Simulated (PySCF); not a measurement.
## Core-level binding energies of `C=CC#P`

Species: C₃H₃P.
Atom-mapped SMILES: `[CH2:1]=[CH:2][C:3]#[P:4]`

Method: delta-SCF UKS SCAN, pcX-2 on the ionised atom, pcseg-1 elsewhere, spin-free X2C (PySCF). Binding energies are ΔSCF values: E(core-ionised, relaxed orbitals) − E(ground state) at a fixed geometry, referred to the vacuum level.

Task: What binding energy does each computed site have?

Result: 
```csv
atom(s),bonded to,level,binding energy (eV),2p1/2 (eV),above the level's lowest (eV),count
P4,C (triple bond),P 2p3/2,136.20,137.09,0.00,1
C1,C (double bond) and 2 H,C 1s,290.35,–,0.00,1
C2,"C (double bond), C and H",C 1s,291.29,–,+0.94,1
P4,C (triple bond),P 1s,2149.69,–,0.00,1
```

Lowest listed C 1s: C1, bonded to C (double bond) and 2 H. Highest, 0.94 eV above it: C2, bonded to C (double bond), C and H. Summing the Pauling electronegativity differences to the bonded atoms, each weighted by its formal bond order, gives -0.70 for the lowest site and -0.35 for the highest.

Task: Which photon wavelength matches the C 1s of C1 threshold?

Result: λ = hc/E = 12398.42 eV Å / 290.35 eV = 42.702 Å.

The list is incomplete; no value stands for C 1s of C3 (hole states with ⟨S²⟩ of 1 or more are left out). The unrestricted hole states depart most from a pure doublet (⟨S²⟩ = 0.75; over 0.85 named) for C 1s of C2 (0.95), which makes this value less certain. 2p3/2 and 2p1/2 are the ΔSCF energy of one spin-free 2p hole plus the eigenvalues of a spin–orbit and ligand-field matrix of the shell. 2p1/2 minus 2p3/2 (ligand field included): P 0.89 eV. Isolated species at its GFN2-xTB geometry, gas phase.
